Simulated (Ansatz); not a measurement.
# H4Si: the cost of one run

Program: Ansatz 0.2.0. Level of theory: RKS PBE0-D4/def2-TZVP. These are calculated values, not measurements.

## 1. The starting structure

Bond lengths: Si1–H2 1.660 Å, Si1–H3 1.660 Å, Si1–H4 1.459 Å, Si1–H5 1.459 Å. Angles: H2–Si1–H3 35.4°, H2–Si1–H4 123.4°, H2–Si1–H5 123.4°, H3–Si1–H4 123.4°, H3–Si1–H5 123.4°, H4–Si1–H5 109.5°.

As a file:

```xyz
5

Si    0.0000    0.0000    0.0000
H     0.9994    0.0000    1.3254
H     1.5827    0.0000    0.5009
H    -0.6877    1.1914   -0.4862
H    -0.6877   -1.1914   -0.4862
```

## 2. Pulling towards end A

Springs on the bonds that form and break draw the guess towards this end; the thresholds are loose.

Input file input.yaml:

```yaml
crystal:
  periodic: [false, false, false]
  atoms:
    - { symbol: Si, position_ang: [0.0, 0.0, 0.0] }
    - { symbol: H, position_ang: [0.9994, 0.0, 1.3254] }
    - { symbol: H, position_ang: [1.5827, 0.0, 0.5009] }
    - { symbol: H, position_ang: [-0.6877, 1.1914, -0.4862] }
    - { symbol: H, position_ang: [-0.6877, -1.1914, -0.4862] }
basis:
  gaussian: { orbitals: def2-TZVP }
hamiltonian:
  xc: pbe0
  dispersion: d4
relax:
  f_tol: 0.15
  max_steps: 25
  restrain:
    - { distance: [1, 2], at: 1.86, k: 30.0 }
    - { distance: [0, 1], at: 1.46, k: 30.0 }
    - { distance: [0, 2], at: 1.46, k: 30.0 }
output:
  orbitals: {}
```

Launch:

```
ansatz run input.yaml --threads 1 --pin off --max-ram 2048MiB --backend cpu --events-out ev --progress --plain --runs-dir out
```

What time and memory should one allow on 1 thread of Arm Neoverse V2, shared host?

About 4.3 s, with a peak of 0.096 GiB.
